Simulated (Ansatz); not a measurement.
System: C$_{2}$H$_{3}$O, charge -1, multiplicity 1. It need not be the lowest isomer of its formula. Whether it binds its extra electron was not tested at this geometry. 
Geometry from a B3LYP-D3(BJ)/def2-TZVP (Ansatz, a program for electronic structure) optimisation:
```xyz
6

C      0.1302     0.8511    -0.4547
O     -0.0038    -0.0030     0.8625
C      0.0249    -0.6401    -0.3861
H     -0.9203     1.2008    -0.6200
H     -0.8969    -1.1887    -0.6452
H      0.9162    -1.2540    -0.5898
```
Charge -1, spin multiplicity 1.

Basis-set convergence of Hartree-Fock and CCSD(T) correlation energies (hartree) with Ansatz. Correlated levels leave the core frozen unless marked. Spin-orbit coupling is left out. Non-relativistic.

```json
[
 {"basis": "aug-cc-pVDZ", "functions": "96", "E(HF)": "-152.21829", "E(corr, CCSD(T))": "-0.54439"},
 {"basis": "aug-cc-pVTZ", "functions": "207", "E(HF)": "[?]", "E(corr, CCSD(T))": "[?]"}
]
```

Q: Complete the blanks.

A: 
- aug-cc-pVTZ, E(HF): -152.25380
- aug-cc-pVTZ, E(corr, CCSD(T)): -0.64367
